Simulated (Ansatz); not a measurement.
# HAl–AlH, singlet: the ladder up to full CI

Geometry: a point of a twist scan, not a stationary point.

```xyz
4

Al    0.0075   -0.1546    1.3083
Al    0.0075    0.1524   -1.3085
H     0.0075    1.1428    2.2824
H    -0.4094   -1.0820   -2.2753
```

Basis 6-31G; Ansatz 0.2.0. Correlated methods freeze the noble-gas cores, which leaves 8 electrons in 20 orbitals. R marks a restricted (for open shells ROHF) determinant, U an unrestricted one. Active spaces: valence = (8e, 10o) chosen from the atoms' valence shells; pair = (2e, 2o) about the gap.

Full CI is exact within this basis and frozen core; it isn't the basis-set limit. The frozen core follows each run's orbitals, which can shift R against U totals by a few meV.

The UHF ⟨S²⟩ is 0.691 and the T1 diagnostic (RCCSD) is 0.0298. The largest doubles amplitude (RCCSD) is 0.227.

```
   level  E − E(RHF) (eV)
    RMP2          -1.8401
   RCCSD          -2.7049
RCCSD(T)          -2.7749
```

Q: Estimate how far full CI in 6-31G lies from RCCSD(T). The table doesn't fix it; the size of (T) and the diagnostics are the guide.

A: Full CI in 6-31G lies 36 meV below RCCSD(T), which is 52 % of the (T) step (-70 meV). T1 is raised, a doubles amplitude is large, RHF is unstable towards spin polarisation, and the rest is a large part of (T).

The other levels:

```
                   level  E − E(full CI) (meV)  share of correlation (%)  wall time
                    CISD                   307                     89.09     0.39 s
                 BCCD(T)                    39                     98.62     0.42 s
                  RCCSDT                     8                     99.70          –
               RCCSDT(Q)                     2                     99.94     0.87 s
                 RCCSDTQ                     0                     99.99      4.7 s
     CASSCF (pair space)                  2121                     24.54          –
     NEVPT2 (pair space)                   707                     74.86      0.3 s
     MRCISD (pair space)                   169                     94.00          –
   MRCISD+Q (pair space)                    15                     99.48     0.45 s
  CASSCF (valence space)                   549                     80.48          –
  NEVPT2 (valence space)                   176                     93.75      3.8 s
  MRCISD (valence space)                    20                     99.28          –
MRCISD+Q (valence space)                    10                     99.65      6.5 s
```

The correlation energy at full CI, counted from RHF, is -2.811 eV. That run took 53 s on 1 thread of Intel Xeon Platinum 8488C, shared host over 11,738,025 determinants.

Run but not shown, since their state or frozen core can't be matched to the reference's or they repeat it: UHF, UMP2, UCCSD, UCCSD(T), UCCSDT, UCCSDT(Q).

Times hold each run's SCF and search for its determinant on a shared host, so for small cases they say little of a method's own cost; they ran on 1 thread of Intel Xeon Platinum 8488C.

The full-CI state has the irrep A of C2, in the program's axes.

Natural occupations of full CI about the gap: 1.963 1.962 1.942 1.790 0.169 0.040 0.040 0.024 0.022 0.020; effectively unpaired electrons, Σ n²(2−n)², 0.28.
